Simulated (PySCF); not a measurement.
## Bond curve of BCl⁻

Set-up: B def2-TZVPPD, Cl def2-TZVPPD; no relativity (PySCF 2.14). Energies in eV from B + Cl⁻ in their ground configurations at the same level. State: ²Π (doublet), unpaired electrons π ↑.

```json
{"R (Å)": "1.633", "UHF-MP2": "-1.057"}
{"R (Å)": "1.709", "UHF-MP2": "-1.330"}
{"R (Å)": "1.785", "UHF-MP2": "-1.469"}
{"R (Å)": "1.842", "UHF-MP2": "-1.514"}
{"R (Å)": "1.899", "UHF-MP2": "-1.524"}
{"R (Å)": "1.956", "UHF-MP2": "-1.507"}
{"R (Å)": "2.032", "UHF-MP2": "-1.459"}
{"R (Å)": "2.127", "UHF-MP2": "-1.371"}
{"R (Å)": "2.241", "UHF-MP2": "-1.247"}
{"R (Å)": "2.393", "UHF-MP2": "-1.074"}
```

Question: Put a parabola through the three lowest points of the UHF-MP2 curve and estimate Re, k and ωe (reduced mass 8.373 u; 1 eV/Å² = 0.16022 mdyn/Å; ωe = 1302.8·√(k/μ) cm⁻¹).

Answer: Through R = 1.842, 1.899, 1.956 Å the second-order coefficient is 4.16 eV/Å², so Re ≈ 1.892 Å, k ≈ 1.33 mdyn/Å and ωe ≈ 520 cm⁻¹. A polynomial fit of higher order to the unrounded UHF-MP2 energies gives Re = 1.888 Å, k = 1.33 mdyn/Å, ωe = 520 cm⁻¹; anharmonicity and rounding make the difference.

The higher-order fit for each curve: UHF-MP2: Re = 1.888 Å, ωe = 520 cm⁻¹, De = 1.52 eV.

Correlated steps freeze 6 core orbitals. For an ion De counts to the pair picked by the measured ionisation energies or electron affinities, which need not be the lowest pair at this level. The state was picked by a PBE0 search and need not be the measured ground state.
